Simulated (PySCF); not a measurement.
Delta-SCF ions had no search for a lower state. Excitations are Tamm–Dancoff values on a coarser integration grid. The basis has no diffuse functions, so Rydberg states are missing or too high.

Z-matrix (Å, degrees):
```
N
C 1 1.4384
H 2 1.1014 1 110.22
H 2 1.1014 3 107.71 1 -120.28
H 2 1.1157 3 107.57 4 -115.69
C 1 1.4384 2 112.48 3 -175.25
H 6 1.1014 1 110.22 2 56.48
H 6 1.1014 7 107.71 1 -120.28
H 6 1.1157 7 107.57 8 -115.69
C 1 1.4384 2 112.48 3 56.49
H 10 1.1014 1 110.22 2 -175.24
H 10 1.1014 11 107.71 1 -120.28
H 10 1.1157 11 107.57 12 -115.69
```
Charge 0, spin multiplicity 1.

Problem. Predict the LUMO, vertical ionisation energy (Delta-SCF), brightest of the four lowest singlets (TDA), S1 oscillator strength, T1 excitation (TDA), dipole moment, S1 excitation (TDA) and HOMO from M06-2X/def2-TZVP // PBE0-D3(BJ)/def2-SVP run with PySCF 2.14.0.

Solution. 
The LUMO is 1.79 eV and the vertical ionisation energy (Delta-SCF) comes out as 8.43 eV. The brightest of the four lowest singlets (TDA) comes out as 6.41 eV. The S1 oscillator strength comes out as 0.051, the T1 excitation (TDA) is 6.29 eV and the dipole moment is 0.48 D. The S1 excitation (TDA) comes out as 6.41 eV and the HOMO is -7.45 eV.
